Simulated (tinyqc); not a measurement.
Inside a calculation. Method: UHF in the sto-3g basis, for H2O+, spin multiplicity 2. One step of it, computed by the program tinyqc.

Task: Iteration 16 (converged): orbitals. Diagonalise F' = X^T F X, C = X C', fill 5 alpha and 4 beta electrons from the bottom; D(s) = C_occ C_occ^T. Each column has its largest component positive (the first on a tie).

converged F(alpha) (hartree), lower triangle:
```
             1O 1s      1O 2s     1O 2px     1O 2py     1O 2pz      2H 1s      3H 1s
1O 1s   -20.939304
1O 2s    -5.337867  -3.024781
1O 2px    0.000000   0.000000  -1.033195
1O 2py    0.000107   0.000487   0.000000  -0.911726
1O 2pz   -0.018359  -0.091379   0.000000  -0.000801  -0.922481
2H 1s    -0.536863  -0.685311   0.000000  -0.344834  -0.354772  -0.513193
3H 1s    -0.544668  -0.693289   0.000000   0.348460  -0.357803  -0.209473  -0.520307
```

converged F(beta) (hartree), lower triangle:
```
             1O 1s      1O 2s     1O 2px     1O 2py     1O 2pz      2H 1s      3H 1s
1O 1s   -20.900522
1O 2s    -5.280510  -2.755013
1O 2px    0.000000   0.000000  -0.127779
1O 2py    0.000098   0.000727   0.000000  -0.644842
1O 2pz   -0.018350  -0.048694   0.000000   0.002262  -0.680636
2H 1s    -0.530071  -0.662626   0.000000  -0.364852  -0.374950  -0.701227
3H 1s    -0.537766  -0.669845   0.000000   0.367424  -0.377136  -0.221165  -0.702178
```

X:
```
                1          2          3         4          5          6          7
1O 1s   -0.425222  -0.009597   0.680161  0.000000   0.610836   0.002332   0.216734
1O 2s    0.906207   0.014816  -0.296479  0.000000   0.342602   0.002200   0.459176
1O 2px   0.000000   0.000000   0.000000  1.000000   0.000000   0.000000   0.000000
1O 2py  -0.014048   0.753164   0.000853  0.000000  -0.000477   0.722865  -0.002364
1O 2pz   0.445430   0.006310   0.693247  0.000000  -0.576736   0.000528   0.243705
2H 1s   -0.532740  -0.702687  -0.229187  0.000000  -0.189599   0.394229   0.393679
3H 1s   -0.560753   0.684947  -0.226504  0.000000  -0.187524  -0.390439   0.397334
```

Give: F' = X^T F X; orbital energies; coefficients C; F' = X^T F X; orbital energies; coefficients C; D(alpha) after iteration 16; D(beta) after iteration 16.

Result:

F' = X^T F X (alpha) (hartree), lower triangle:
```
         1        2        3        4         5        6        7
1  -1.6300
2  -0.0397  -0.0895
3   3.0955   0.0804  -7.9244
4   0.0000   0.0000   0.0000  -1.0332
5   3.0376   0.0843  -8.0817   0.0000  -10.4392
6   0.0125  -0.1860  -0.0351   0.0000   -0.0399  -0.9644
7   0.9717   0.0315  -4.1398   0.0000   -4.9767  -0.0194  -3.8117
```

orbital energies (alpha) (hartree): MO1 -20.9478, MO2 -1.7800, MO3 -1.0332, MO4 -1.0022, MO5 -0.9782, MO6 -0.1006, MO7 -0.0505

coefficients C (alpha):
```
            MO1      MO2     MO3      MO4      MO5      MO6      MO7
1O 1s    0.9945  -0.2562  0.0000  -0.0007   0.0548   0.0769   0.0021
1O 2s    0.0229   0.9871  0.0000   0.0034  -0.2578  -0.4429  -0.0124
1O 2px   0.0000   0.0000  1.0000   0.0000   0.0000   0.0000   0.0000
1O 2py   0.0000  -0.0005  0.0000   0.8588   0.0042  -0.0102   0.5937
1O 2pz   0.0021   0.1041  0.0000  -0.0014   0.8802  -0.5341  -0.0146
2H 1s   -0.0032   0.0540  0.0000   0.2438   0.1991   0.7237  -0.7421
3H 1s   -0.0032   0.0550  0.0000  -0.2479   0.2002   0.6903   0.7742
```

F' = X^T F X (beta) (hartree), lower triangle:
```
         1        2        3        4         5        6        7
1  -1.5009
2  -0.0381  -0.0641
3   3.1144   0.0815  -7.8132
4   0.0000   0.0000   0.0000  -0.1278
5   2.9871   0.0811  -8.1909   0.0000  -10.3372
6   0.0113   0.0618  -0.0325   0.0000   -0.0399  -0.9004
7   1.2092   0.0367  -4.0856   0.0000   -4.9053  -0.0201  -3.7677
```

orbital energies (beta) (hartree): MO1 -20.9069, MO2 -1.5428, MO3 -0.9048, MO4 -0.8728, MO5 -0.1278, MO6 -0.0978, MO7 -0.0586

coefficients C (beta):
```
            MO1      MO2      MO3      MO4     MO5      MO6      MO7
1O 1s    0.9953  -0.2428  -0.0030   0.0844  0.0000  -0.0831   0.0046
1O 2s    0.0198   0.9294   0.0145  -0.4085  0.0000   0.4534  -0.0255
1O 2px   0.0000   0.0000   0.0000   0.0000  1.0000   0.0000   0.0000
1O 2py   0.0000  -0.0010   0.6658   0.0195  0.0000   0.0401   0.8029
1O 2pz   0.0019   0.0768  -0.0237   0.7201  0.0000   0.7381  -0.0356
2H 1s   -0.0028   0.1305   0.4320   0.3744  0.0000  -0.6598  -0.6303
3H 1s   -0.0028   0.1318  -0.4512   0.3440  0.0000  -0.5980   0.6953
```

D(alpha) after iteration 16, lower triangle:
```
          1O 1s    1O 2s  1O 2px   1O 2py  1O 2pz    2H 1s   3H 1s
1O 1s    1.0577
1O 2s   -0.2443   1.0413
1O 2px   0.0000   0.0000  1.0000
1O 2py  -0.0002   0.0014  0.0000   0.7375
1O 2pz   0.0237  -0.1242  0.0000   0.0024  0.7856
2H 1s   -0.0063   0.0027  0.0000   0.2101  0.1805   0.1020
3H 1s   -0.0062   0.0018  0.0000  -0.2121  0.1823  -0.0176  0.1045
```

D(beta) after iteration 16, lower triangle:
```
          1O 1s    1O 2s  1O 2px   1O 2py  1O 2pz    2H 1s   3H 1s
1O 1s    1.0567
1O 2s   -0.2405   1.0313
1O 2px   0.0000   0.0000  0.0000
1O 2py  -0.0001   0.0008  0.0000   0.4437
1O 2pz   0.0441  -0.2231  0.0000  -0.0018  0.5250
2H 1s   -0.0041  -0.0254  0.0000   0.2948  0.2694   0.3438
3H 1s   -0.0044  -0.0246  0.0000  -0.2938  0.2685  -0.0489  0.3393
```
